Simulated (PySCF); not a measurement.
C3H8O.
Atom-mapped SMILES: `[CH3:1][CH2:2][O:3][CH3:4]` (hydrogens: H5, H6, H7 on C1; H8, H9 on C2; H10, H11, H12 on C4)

Structure optimised with GFN2-xTB, isolated species.

Q: Give the optimised bond lengths and angles.

A: 
```csv
bond,length (pm)
C1–C2,152.8
C2–O3,141.0
O3–C4,140.5
"C1–H5, C1–H6, C1–H7",108.7
"C2–H8, C2–H9",109.7
"C4–H10, C4–H11, C4–H12",109.4
```

Bonds in one row agree within 1 pm and their mean is given. A selection of angles:
```csv
angle,degrees
C2–C1–H5,110.0
C2–C1–H7,111.1
H5–C1–H6,109.0
H6–C1–H7,108.4
C1–C2–O3,114.3
C1–C2–H8,109.8
O3–C2–H8,104.5
O3–C2–H9,109.8
H8–C2–H9,108.6
C2–O3–C4,114.7
O3–C4–H10,106.4
O3–C4–H11,112.1
H10–C4–H11,108.9
```

Dihedral angles: C1–C2–O3–C4 -69° (synclinal). The mirror-image conformer, all signs reversed, is as good.

Of the pairs four or more bonds apart, H9···H12 is among the closest relative to their van der Waals radii: 2.35 Å, 98 % of the sum of Bondi's values. O3 (ether oxygen) is bent (angle 114.7°).

Point group: C1 (no symmetry element, even within 0.4 Å). Whether it is a minimum is left open (no frequencies). One conformer, not necessarily the lowest.

These are computed values.
